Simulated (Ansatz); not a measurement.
Two structures of CH$_{6}$AlF, closed shell, reached by relaxing down either side of one saddle point (PBE0-D4/def2-TZVP). Energies are electronic, without zero-point energy. Program: Ansatz 0.2.0. Basis: def2-TZVPP and def2-QZVPP. Cores are frozen in the correlated methods. Extrapolation: Hartree–Fock as exp(−7.88 √X), correlation as X^−2.97. First:

| atom | x (Å) | y (Å) | z (Å) |
| --- | --- | --- | --- |
| Al1 | -0.9957 | -1.1323 | 0.1682 |
| F2 | -2.2047 | -0.2939 | -0.5953 |
| H3 | -0.0875 | -2.0582 | -0.7284 |
| H4 | -1.0234 | -1.1382 | 1.7459 |
| H5 | -0.1102 | 0.9819 | -0.6292 |
| C6 | 0.8593 | 0.9127 | -0.1245 |
| H7 | 1.1255 | 1.9174 | 0.2025 |
| H8 | 0.8324 | 0.2868 | 0.7757 |
| H9 | 1.6043 | 0.5237 | -0.8149 |

Second:

```json
{"atom": "Al1", "x (Å)": "-0.3583", "y (Å)": "-0.9333", "z (Å)": "0.3111"}
{"atom": "F2", "x (Å)": "-1.6636", "y (Å)": "0.1429", "z (Å)": "-0.9890"}
{"atom": "H3", "x (Å)": "-0.1151", "y (Å)": "-2.2166", "z (Å)": "-0.5964"}
{"atom": "H4", "x (Å)": "-1.3078", "y (Å)": "-1.0314", "z (Å)": "1.5832"}
{"atom": "H5", "x (Å)": "-1.1570", "y (Å)": "0.9120", "z (Å)": "-1.1287"}
{"atom": "C6", "x (Å)": "0.9299", "y (Å)": "0.5594", "z (Å)": "0.2047"}
{"atom": "H7", "x (Å)": "0.5454", "y (Å)": "1.5072", "z (Å)": "0.5996"}
{"atom": "H8", "x (Å)": "1.8060", "y (Å)": "0.3218", "z (Å)": "0.8193"}
{"atom": "H9", "x (Å)": "1.3203", "y (Å)": "0.7380", "z (Å)": "-0.8040"}
```

(1) Which bonds change from the first to the second?

(2) Give the saddle point's structure and its height above each. (To be estimated.)

No T1 diagnostic of these runs exceeds 0.011.

## Answers

(1) AlH₂F ([F][AlH2]) + CH₄ → CH₅Al ([CH3][AlH2]) + HF (still joined by a long Al–F bond); bonds formed: Al1–C6, F2–H5; bonds broken: H5–C6; bonds weakened to dative contacts: Al1–F2.

(2) Computed: 1.967 eV above the first and 0.183 eV above the second (CCSD(T) at an estimated basis limit (MP2 extrapolated from triple and quadruple zeta, plus CCSD(T) − MP2 in triple zeta)).
Al1  (-0.480, -0.995, 0.164)
F2  (-1.660, 0.331, -0.671)
H3  (-0.207, -2.126, -0.908)
H4  (-1.058, -1.300, 1.605)
H5  (-0.738, 0.771, -0.502)
C6  (0.789, 0.623, 0.062)
H7  (0.607, 1.640, -0.327)
H8  (1.103, 0.789, 1.096)
H9  (1.643, 0.267, -0.520)
(Å)

Labels in which every atom is bracketed show which atoms are joined, not bond orders.

For scale, one of the runs: CCSD(T)/def2-TZVPP, 188 basis functions (an equivalent command: `ansatz run in.yaml --threads 2`). Time: 26 s of wall clock on 2 CPU threads; the host was shared. Peak host memory: 2.1 GiB.
